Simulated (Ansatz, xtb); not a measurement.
# Two isomers of C5H7N

Structure I is `Cc1ccc[nH]1`, a singlet and structure II is `C=C(C#N)CC`, a singlet. Both are isolated molecules in the gas phase, relaxed with PBE0-D3(BJ)/def2-SVP; each stands in its lowest conformer found.

I (Å):

```xyz
13

C    -1.7932   -1.2303    0.4466
C    -0.7994   -0.6939   -0.5225
C    -0.9709   -0.0466   -1.7313
C     0.3187    0.2518   -2.2523
C     1.2415   -0.2216   -1.3461
N     0.5507   -0.7886   -0.3095
H    -1.7043   -0.7567    1.4390
H    -2.8108   -1.0409    0.0807
H    -1.6896   -2.3194    0.5893
H    -1.9316    0.1854   -2.1879
H     0.5458    0.7576   -3.1886
H     2.3288   -0.1992   -1.3571
H     0.9739   -1.2181    0.5007
```

II (Å):

```xyz
13

C    -0.8007    0.0149    0.6232
C    -0.6200   -0.4594   -0.6186
C    -1.6990   -1.1590   -1.2620
C     0.6410   -0.3293   -1.4363
C     1.7795    0.4058   -0.7570
N    -2.5492   -1.7279   -1.8083
H    -1.7478   -0.1220    1.1480
H    -0.0039    0.5507    1.1422
H     0.9602   -1.3453   -1.7275
H     0.3768    0.1674   -2.3863
H     2.0925   -0.0985    0.1701
H     2.6541    0.4517   -1.4213
H     1.5007    1.4401   -0.5030
```

Quicker runs give these differences E(II) − E(I): GFN2-xTB +39.0 kcal/mol; HF/STO-3G +14.6 kcal/mol (at GFN2-xTB geometries); r2SCAN-D4/def2-SVP +25.6 kcal/mol (at GFN2-xTB geometries).

Question: Estimate E(II) − E(I) at the level CCSD(T)/def2-SVP + ΔMP2/def2-TZVPP.

Answer: Calculated at CCSD(T)/def2-SVP + ΔMP2/def2-TZVPP: E(II) − E(I) = +13.0 kcal/mol, so structure I lies lower.

The same difference at several levels:

| level | geometry | E(II) − E(I) (kcal/mol) | departure from the last row (kcal/mol) | job, with rough time for the two |
| --- | --- | --- | --- | --- |
| GFN2-xTB | GFN2-xTB | +39.0 | +26.0 | optimisation, 0.088 s |
| HF/STO-3G | GFN2-xTB | +14.6 | +1.6 | single point, 0.24 s |
| r2SCAN-D4/def2-SVP | GFN2-xTB | +25.6 | +12.6 | single point, 2.3 s |
| PBE0-D3(BJ)/def2-SVP | PBE0-D3(BJ)/def2-SVP | +27.8 | +14.8 | optimisation, 17 s |
| HF/def2-SVP | PBE0-D3(BJ)/def2-SVP | +11.5 | −1.5 | part of the CCSD(T) run |
| MP2/def2-SVP | PBE0-D3(BJ)/def2-SVP | +16.2 | +3.2 | part of the CCSD(T) run |
| CCSD(T)/def2-SVP | PBE0-D3(BJ)/def2-SVP | +12.3 | −0.7 | single point |
| CCSD(T)/def2-SVP + ΔMP2/def2-TZVPP | PBE0-D3(BJ)/def2-SVP | +13.0 |  | single point, 25 s |

As drawn, II has 1 C=C, 2 C–C, 1 C≡N, 1 C–H in place of 3 C∷C, 2 C∷N, 1 N–H (∷ is an aromatic bond). Structure I has a 5-membered ring (with an aromatic ring), II no ring.

None of the levels shown reverses the order. The largest departure from CCSD(T)/def2-SVP + ΔMP2/def2-TZVPP is that of GFN2-xTB, 26.0 kcal/mol. The last row adds to CCSD(T) the change of the MP2 difference between the two basis sets, here +0.7 kcal/mol.

With thermal terms from frequencies at re-optimised GFN2-xTB minima (ideal gas, soft modes damped towards free rotors, one conformer each, 298.15 K, 1 atm): the zero-point term adds −1.5 kcal/mol; ΔH is +12.3 and ΔG +10.6 kcal/mol.

The correlated steps freeze 6 core orbitals. Run with Ansatz 0.2.0, xtb 6.7.1; the last row on 4 threads of Arm Neoverse V2 on a shared host.
